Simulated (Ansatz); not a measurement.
Geometry optimisation, RHF/def2-SVP (Ansatz).

Input:

```yaml
crystal:
  periodic: [false, false, false]
  atoms:
    - { symbol: Si, position_ang: [0.0, 0.0, 0.0] }
    - { symbol: F, position_ang: [0.0, 0.0, 1.94] }
    - { symbol: H, position_ang: [1.3768, 0.0, -0.4862] }
    - { symbol: H, position_ang: [-0.6877, 1.1914, -0.4862] }
    - { symbol: C, position_ang: [-0.8808, -1.5259, -0.6227] }
    - { symbol: H, position_ang: [-1.3804, -2.0377, 0.2261] }
    - { symbol: H, position_ang: [-1.6409, -1.2332, -1.3768] }
    - { symbol: H, position_ang: [-0.1449, -2.2146, -1.0879] }
    - { symbol: H, position_ang: [-1.6702, 0.0, 0.555] }
    - { symbol: H, position_ang: [-1.2655, 0.0, 1.4751] }
basis:
  gaussian: { orbitals: def2-SVP }
hamiltonian:
  xc: hf
relax:
  f_tol: 0.15
  max_steps: 25
  restrain:
    - { distance: [0, 8], at: 1.46, k: 30.0 }
    - { distance: [9, 1], at: 0.92, k: 30.0 }
    - { distance: [0, 1], at: 2.79, k: 30.0 }
    - { distance: [9, 8], at: 1.86, k: 30.0 }
```

Run as:

```bash
$ ansatz run input.yaml --threads 1 --pin off --max-ram 2048MiB --backend cpu --events-out ev --progress --plain --runs-dir out
```

**Question.** Where does it end, and by what steps?

**Answer.** The run converged. The restraints hold the end off the free minimum; the threshold counts their pulls, which the force column leaves out. Restrained pairs: Si1–H9 (1.76 → 1.47 Å), F2–H10 (1.35 → 0.91 Å), Si1–F2 (1.94 → 2.80 Å), H9–H10 (1.01 → 1.86 Å). After 19 steps the energy has fallen by 2.799 eV (the restraints' own energy left out); H4 moved furthest, 1.17 Å.

```
step  energy less start (eV)  largest force component (eV/Å)  accepted
   0                  0.0000                           4.463       yes
   1                  1.3878                           3.922       yes
   2                  1.1238                           2.890       yes
   3                  0.4719                           3.313       yes
   4                 -0.6815                           2.190       yes
   5                 -1.5843                           1.435       yes
   6                 -2.1952                           0.891       yes
   7                 -2.5183                           0.984       yes
   8                 -2.5909                           1.215       yes
   9                 -2.6921                           1.112       yes
  10                 -2.7060                           1.075       yes
  11                 -2.7362                           1.445       yes
  12                 -2.7284                           2.194        no
  13                 -2.7704                           0.886       yes
  14                 -2.7907                           0.707       yes
  15                 -2.7985                           0.671       yes
  16                 -2.7510                           2.136        no
  17                 -2.7937                           0.815        no
  18                 -2.7967                           0.663       yes
  19                 -2.7987                           0.676       yes
```

```xyz
10
Properties=species:S:1:pos:R:3
Si -0.372 0.190 -0.367
F -0.412 -0.737 2.280
H 1.015 0.298 0.141
H -0.457 0.992 -1.617
C -0.887 -1.583 -0.724
H -0.835 -2.183 0.184
H -1.908 -1.619 -1.110
H -0.230 -2.028 -1.474
H -1.269 0.848 0.597
H -0.938 0.002 2.226
```

Run time: 25 s on 1 thread of Arm Neoverse V1, on a shared host, peak memory 0.12 GiB.
